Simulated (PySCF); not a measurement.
## Potential energy of SiS⁻ along the bond

Set-up: basis Si aug-cc-pVDZ-DK, S aug-cc-pVDZ-DK; spin-free X2C with a Gaussian nucleus; PySCF 2.14. Energies in eV from Si + S⁻ in their ground configurations at the same level. State: ²Π (doublet), unpaired electrons π ↑.

| R (Å) | B3LYP | PBE |
| --- | --- | --- |
| 1.769 | -3.074 | -3.404 |
| 1.851 | -3.789 | -4.132 |
| 1.934 | -4.186 | -4.542 |
| 1.995 | -4.331 | -4.697 |
| 2.057 | -4.379 | -4.754 |
| 2.119 | -4.353 | -4.737 |
| 2.201 | -4.234 | -4.629 |
| 2.304 | -3.993 | -4.401 |
| 2.427 | -3.625 | -4.049 |
| 2.592 | -3.080 | -3.525 |

Question: Put a parabola through the three lowest points of the B3LYP curve and estimate Re, k and ωe (reduced mass 14.92 u; 1 eV/Å² = 0.16022 mdyn/Å; ωe = 1302.8·√(k/μ) cm⁻¹).

Answer: Through R = 1.995, 2.057, 2.119 Å the second-order coefficient is 9.63 eV/Å², so Re ≈ 2.066 Å, k ≈ 3.08 mdyn/Å and ωe ≈ 592 cm⁻¹. A polynomial fit of higher order to the unrounded B3LYP energies gives Re = 2.064 Å, k = 3.01 mdyn/Å, ωe = 585 cm⁻¹; anharmonicity and rounding make the difference.

The higher-order fit for each curve: B3LYP: Re = 2.064 Å, ωe = 585 cm⁻¹, De = 4.38 eV; PBE: Re = 2.071 Å, ωe = 576 cm⁻¹, De = 4.76 eV.

For an ion De counts to the pair picked by the measured ionisation energies or electron affinities, which need not be the lowest pair at this level. The highest Kohn–Sham level is positive in this anion. Much of that is self-interaction error, but it also means that the finite basis helps to hold the extra electron. The state is the lowest determinant that a PBE0 search found; another state may lie lower at other levels.
